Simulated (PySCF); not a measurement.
## Reproducing measurements on CS

**Measured values to compare with.**

NIST CCCBDB Release 22 (SRD 101), experimental dipoles lists, for the gas: dipole moment (microwave Stark effect, vibrational ground state) 1.958 ± 0.005 D.

Liu, Meijer, Perez-Rios, Phys. Chem. Chem. Phys. 22 (2020) 24191 lists, for the gas: dipole moment 1.958 D.

The runs below try to reproduce these values; the comparison stands at the end.

CS.
Numbering: `[C-:1]#[S+:2]`

Cartesian coordinates in Å at the PBE0-D3(BJ)/def2-SVP level; atoms count from 1:
```
atom  x, y, z in Å
C1    -0.6999   -0.2997    0.0688
S2     0.7174    0.2710   -0.0809
```

The PySCF runs (gas phase, on this PBE0-D3(BJ)/def2-SVP geometry; no spin–orbit coupling):

```csv
level,job,basis functions,wall time
"PBE0-D3(BJ)/def2-SVP, grid level 1",geometry optimisation from a GFN2-xTB start shaken at random,32,2.9 s
```

Hardware: AMD EPYC 7R43, one thread (shared host).

**Comparison with experiment**

**Dipole moment.** Measured: 1.958 D (NIST CCCBDB Release 22 (SRD 101), experimental dipoles) and 1.958 D (Liu, Meijer, Perez-Rios, Phys. Chem. Chem. Phys. 22 (2020) 24191). Differences are taken against the first.

| level | computed (D) | computed − measured (D) | % (from the printed values) |
| --- | --- | --- | --- |
| PBE0-D3(BJ)/def2-SVP | 1.799 | -0.159 | -8 |

The computed dipoles belong to one fixed geometry; measured ones are averaged over vibrations unless marked μe. Magnitudes are compared, not signs.

The geometry is computed, not the measured one. Where a level misses, the cause wasn't examined.
